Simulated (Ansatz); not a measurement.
Cost and result for the atomization energy of C₄H₃FS, SMILES `Fc1ccsc1` (9 atoms, 9 bonds).

```xyz
9

F    -1.229   -1.546    1.099
C    -0.402   -0.702    0.483
C    -0.873    0.444   -0.195
C     0.161    1.144   -0.740
S     1.665    0.409   -0.422
C     0.948   -0.866    0.455
H    -1.917    0.716   -0.266
H     0.115    2.057   -1.313
H     1.531   -1.656    0.898
```

Charge 0, multiplicity 1. The geometry is a stationary point of PBE0-D4/def2-TZVP. Program: Ansatz. Hardware: A = 2 threads of an AMD EPYC 7R13 on a shared host; B = 2 threads of an AMD EPYC 7R13 on a shared host and a share of an NVIDIA H100 80 GB. Times are those of one run each, without the atoms' runs, and a repeat can differ threefold. Electronic energies, without spin–orbit coupling; frozen cores. CCSD(T)/CBS extrapolates def2-TZVPP and def2-QZVPP, and its time is that of the two runs behind it. T1 = 0.013; the RHF reference is unstable towards UHF. B3LYP takes the VWN-RPA correlation (the form of Gaussian; ORCA's B3LYP/G).

CCSD(T)/CBS is a level of theory with its own doubt, some kJ/mol a heavy atom from the limit and from the frozen cores, so smaller differences don't rank the functionals.

```json
{"level": "revPBE-D4/def2-TZVPP [A]", "functions": "239", "wall time": "2.7 s"}
{"level": "PBE0-D4/def2-TZVPP [A]", "functions": "239", "wall time": "3.9 s"}
{"level": "BHLYP-D4/def2-TZVPP [A]", "functions": "239", "wall time": "4 s"}
{"level": "CCSD(T)/def2-TZVPP [B]", "functions": "239", "wall time": "4.8 s"}
{"level": "B3LYP-D4/def2-TZVPP (with forces) [A]", "functions": "239", "wall time": "6 s"}
{"level": "r2SCANh-D4/def2-TZVPP [A]", "functions": "239", "wall time": "6.5 s"}
{"level": "PBE-QIDH/def2-TZVPP [A]", "functions": "239", "wall time": "7.5 s"}
{"level": "CCSD(T)/def2-SVP [A]", "functions": "103", "wall time": "7.5 s"}
{"level": "B2PLYP/def2-TZVPP [A]", "functions": "239", "wall time": "8 s"}
{"level": "B97M-V/def2-TZVPP [A]", "functions": "239", "wall time": "11 s"}
{"level": "ωB97M-V/def2-TZVPP (with forces) [A]", "functions": "239", "wall time": "13 s"}
{"level": "CCSD(T)/def2-QZVPP [B]", "functions": "445", "wall time": "25 s"}
{"level": "CCSD(T)/CBS(def2)", "functions": "–", "wall time": "30 s"}
```

(1) What atomization energy does each give, and how far from CCSD(T)/CBS? (An estimate is asked.)

Results:

(1) The calculation gave: 
| level | atomization (kJ/mol) | difference from CCSD(T)/CBS | per bond |
| --- | --- | --- | --- |
| revPBE-D4/def2-TZVPP [A] | 4128.1 | 84.5 | 9.4 |
| PBE0-D4/def2-TZVPP [A] | 4137.5 | 93.9 | 10.4 |
| BHLYP-D4/def2-TZVPP [A] | 3881.4 | -162.2 | -18.0 |
| CCSD(T)/def2-TZVPP [B] | 3930.2 | -113.4 | -12.6 |
| B3LYP-D4/def2-TZVPP (with forces) [A] | 4051.3 | 7.7 | 0.9 |
| r2SCANh-D4/def2-TZVPP [A] | 4066.1 | 22.5 | 2.5 |
| PBE-QIDH/def2-TZVPP [A] | 4079.9 | 36.3 | 4.0 |
| CCSD(T)/def2-SVP [A] | 3847.6 | -196.0 | -21.8 |
| B2PLYP/def2-TZVPP [A] | 4019.6 | -24.0 | -2.7 |
| B97M-V/def2-TZVPP [A] | 4088.9 | 45.3 | 5.0 |
| ωB97M-V/def2-TZVPP (with forces) [A] | 4077.2 | 33.6 | 3.7 |
| CCSD(T)/def2-QZVPP [B] | 3996.9 | -46.7 | -5.2 |
| CCSD(T)/CBS(def2) | 4043.6 | 0.0 | 0.0 |

From PBE to PBE0 (25 % exact exchange), in def2-TZVPP and without D4, the atomization energy moves by −113.7 kJ/mol: exact exchange takes away binding that semilocal exchange gives to molecules. At CCSD(T), def2-SVP lies −196.0 kJ/mol from the extrapolated value and def2-TZVPP −113.4 kJ/mol: correlation converges slowly with the basis, and small sets miss more of it in the bonded molecule than in its fragments. The D4 term adds +38.5 kJ/mol with B3LYP and +19.7 kJ/mol with PBE0; it sums over pairs of atoms, weighted by their polarisabilities, and B3LYP, whose exchange is more repulsive, gets the larger term.
